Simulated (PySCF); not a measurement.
## F, SMILES `[F]` (charge 0, multiplicity 2)

The numbers are results of PBE-D3(BJ)/def2-TZVP (PySCF), not measurements.

| Item | Value |
|---|---|
| highest occupied spin orbital | -10.14 eV |
| dipole moment | 0.00 D |
| total energy | -99.6691 Ha |
| cost | very roughly 3 core-seconds |

Bonded distances (Å): .
Charge 0, spin multiplicity 2.
